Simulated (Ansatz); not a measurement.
Basis-set extrapolation for C2H2O2S, SMILES `O=C1OCS1` (PBE0-D4/def2-TZVP geometry, frozen core, Ansatz 0.2.0). Multiplicity 1, RHF reference.

```csv
,def2-TZVPP,def2-QZVPP
HF,-624.244919,-624.266032
MP2 correlation,-0.946468,-1.019322
CCSD(T) correlation,-1.008935,not run
```

Energies in hartree. Use E(X) = E(∞) + A·exp(−7.88·√X) for Hartree–Fock and E(X) = E(∞) + B·X^(−2.97) for correlation, with X = 3 and 4, and add CCSD(T) minus MP2 of the smaller set to the MP2 limit.

Problem. What is the CCSD(T) energy at the basis-set limit?

Solution. HF limit: -624.266032 + (-0.021113) × 0.13774 = -624.26894. MP2 limit: -1.019322 + (-0.072854) × 0.74074 = -1.07329. Higher-order term: -1.008935 − (-0.946468) = -0.06247. Total: -625.40470 hartree, 4.10 eV below CCSD(T)/def2-TZVPP.
